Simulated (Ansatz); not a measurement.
Potential energy curve for N₂, singlet.

Computed with Ansatz (an electronic-structure program) with CCSD(T) on UHF/aug-cc-pVTZ, frozen core.

The batch members p0 to p5 hold the bond at 0.88, 0.93, 0.98, 1.03, 1.07, 1.09 Å.

Ansatz input:

Ansatz 0.2 input:
```yaml
# input.yaml
basis:
  gaussian: { orbitals: aug-cc-pvtz }
correlation:
  method: ccsd_t
  electrons: outside_noble_gas
scf:
  omitted_lower_state_checks: [cluster_reference, increment]
batch:
  members: [p0.yaml, p1.yaml, p2.yaml, p3.yaml, p4.yaml, p5.yaml]

# p3.yaml, one of the 6 members of this batch
crystal:
  periodic: [false, false, false]
  atoms:
    - { symbol: N, position_ang: [0.0, 0.0, 0.0] }
    - { symbol: N, position_ang: [0.0, 0.0, 1.03] }
total_charge: 0
magnetization:
  spin_polarized: true
```

Lines of the output on each member:

```
Member 0: Total energy: -2970.07538139 eV, -109.1482570767 hartree
Member 0: Checks for a lower state left out: cluster_reference, increment
Member 1: Total energy: -2973.07385321 eV, -109.2584488838 hartree
Member 1: Checks for a lower state left out: cluster_reference, increment
Member 2: Total energy: -2974.92332104 eV, -109.3264155727 hartree
Member 2: Checks for a lower state left out: cluster_reference, increment
Member 3: Total energy: -2975.94090220 eV, -109.3638109906 hartree
Member 3: Checks for a lower state left out: cluster_reference, increment
Member 4: Total energy: -2976.31604088 eV, -109.3775970827 hartree
Member 4: Checks for a lower state left out: cluster_reference, increment
Member 5: Total energy: -2976.39021094 eV, -109.3803227822 hartree
Member 5: Checks for a lower state left out: cluster_reference, increment
```

The unrestricted solution behind UCCSD(T) changes between 1.20 and 1.28 Å and between 1.46 and 1.64 Å, which can leave a kink. The unrestricted determinant behind UCCSD(T) is spin-contaminated at 1.15 to 4.41 Å (<S²> up to 3.0, against 0.00 for a pure singlet).
